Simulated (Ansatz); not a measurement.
**Question.** Name a neutral molecule of C, N, O and H with zero-point energy (PBE0-D4/def2-TZVP) between 195 and 211 kJ/mol and LUMO energy (ωB97M-V/def2-TZVPP) between 2.40 and 2.70 eV (Ansatz, PBE0-D4/def2-TZVP geometry).

**Answer.** `NC1CO1` (197.7 kJ/mol, 2.67 eV); `C1NCO1` (200.1 kJ/mol, 2.48 eV); `CC(=N)O` (195.8 kJ/mol, 2.43 eV); `NC(O)O` (196.4 kJ/mol, 2.46 eV); `COC#CN` (206.5 kJ/mol, 2.40 eV); `N/C=C1/CO1` (209.5 kJ/mol, 2.55 eV). Other molecules can fit too; these were computed, each in one conformer that needn't be the lowest.
